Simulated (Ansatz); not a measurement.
Relaxation of H10Si3 (13 atoms, charge 0, multiplicity 1), to a largest force component of 0.03 eV/Å in at most 50 steps.

Level of theory: RKS B3LYP-D4/def2-SVP (Ansatz).

```xyz
13
Properties=species:S:1:pos:R:3:forces:R:3
Si -0.402 -0.263 -0.467 0.18 0.08 -0.59
Si -0.271 0.101 2.946 0.26 0.09 0.63
H -0.807 0.291 4.325 0.00 0.02 0.00
H 0.618 -1.095 2.929 0.00 0.02 0.00
H 0.503 1.311 2.553 0.00 0.00 -0.01
H 0.886 -0.275 0.284 0.00 -0.01 0.00
Si -1.100 1.947 -0.864 -0.01 0.00 0.02
H -2.445 1.940 -1.513 0.00 0.00 0.00
H -1.187 2.716 0.412 0.00 0.00 -0.01
H -0.136 2.629 -1.777 0.01 0.01 0.01
H -0.186 -0.951 -1.777 0.00 0.00 0.01
H -1.413 -0.970 0.332 -0.21 -0.34 -0.25
H -1.376 -0.120 2.003 -0.23 0.14 0.19
```

Where does it end, and by what steps?

The run converged. The force dipped under the threshold on the way, but the program's further checks kept it going. After 26 steps the energy has fallen by 0.252 eV; H10 moved furthest, 1.10 Å.

```json
{"step": "0", "energy less start (eV)": "0.0000", "largest force component (eV/Å)": "0.632", "accepted": "yes"}
{"step": "1", "energy less start (eV)": "-0.1538", "largest force component (eV/Å)": "0.147", "accepted": "yes"}
{"step": "2", "energy less start (eV)": "-0.2168", "largest force component (eV/Å)": "0.330", "accepted": "yes"}
{"step": "3", "energy less start (eV)": "-0.2339", "largest force component (eV/Å)": "0.015", "accepted": "yes"}
{"step": "4", "energy less start (eV)": "-0.2349", "largest force component (eV/Å)": "0.032", "accepted": "yes"}
{"step": "5", "energy less start (eV)": "-0.2273", "largest force component (eV/Å)": "0.212", "accepted": "no"}
{"step": "6", "energy less start (eV)": "-0.2368", "largest force component (eV/Å)": "0.010", "accepted": "yes"}
{"step": "7", "energy less start (eV)": "-0.2393", "largest force component (eV/Å)": "0.039", "accepted": "yes"}
{"step": "8", "energy less start (eV)": "-0.2400", "largest force component (eV/Å)": "0.120", "accepted": "yes"}
{"step": "9", "energy less start (eV)": "-0.2412", "largest force component (eV/Å)": "0.083", "accepted": "yes"}
{"step": "10", "energy less start (eV)": "-0.2426", "largest force component (eV/Å)": "0.051", "accepted": "yes"}
{"step": "11", "energy less start (eV)": "-0.2436", "largest force component (eV/Å)": "0.060", "accepted": "yes"}
{"step": "12", "energy less start (eV)": "-0.2428", "largest force component (eV/Å)": "0.142", "accepted": "no"}
{"step": "13", "energy less start (eV)": "-0.2454", "largest force component (eV/Å)": "0.036", "accepted": "yes"}
{"step": "14", "energy less start (eV)": "-0.2455", "largest force component (eV/Å)": "0.073", "accepted": "yes"}
{"step": "15", "energy less start (eV)": "-0.2464", "largest force component (eV/Å)": "0.045", "accepted": "yes"}
{"step": "16", "energy less start (eV)": "-0.2474", "largest force component (eV/Å)": "0.003", "accepted": "yes"}
{"step": "17", "energy less start (eV)": "-0.2488", "largest force component (eV/Å)": "0.039", "accepted": "yes"}
{"step": "18", "energy less start (eV)": "-0.2467", "largest force component (eV/Å)": "0.172", "accepted": "no"}
{"step": "19", "energy less start (eV)": "-0.2498", "largest force component (eV/Å)": "0.056", "accepted": "yes"}
{"step": "20", "energy less start (eV)": "-0.2497", "largest force component (eV/Å)": "0.086", "accepted": "no"}
{"step": "21", "energy less start (eV)": "-0.2505", "largest force component (eV/Å)": "0.036", "accepted": "yes"}
{"step": "22", "energy less start (eV)": "-0.2509", "largest force component (eV/Å)": "0.030", "accepted": "yes"}
{"step": "23", "energy less start (eV)": "-0.2513", "largest force component (eV/Å)": "0.036", "accepted": "yes"}
{"step": "24", "energy less start (eV)": "-0.2515", "largest force component (eV/Å)": "0.036", "accepted": "yes"}
{"step": "25", "energy less start (eV)": "-0.2516", "largest force component (eV/Å)": "0.032", "accepted": "yes"}
{"step": "26", "energy less start (eV)": "-0.2519", "largest force component (eV/Å)": "0.011", "accepted": "yes"}
```

```xyz
13
Properties=species:S:1:pos:R:3
Si -0.558 -0.445 -0.830
Si -0.118 0.339 3.107
H -0.477 0.918 4.433
H 0.864 -0.766 3.290
H 0.482 1.399 2.249
H 0.482 -0.796 0.182
Si -1.123 1.836 -0.694
H -1.967 2.211 -1.868
H -1.891 2.122 0.553
H 0.111 2.677 -0.704
H -0.014 -0.750 -2.187
H -1.762 -1.295 -0.594
H -1.346 -0.192 2.449
```

Whether the end is a true minimum wasn't checked by a vibrational analysis.

The run took 61 s on 2 threads of Arm Neoverse V1, on a shared host, peak memory 0.22 GiB.
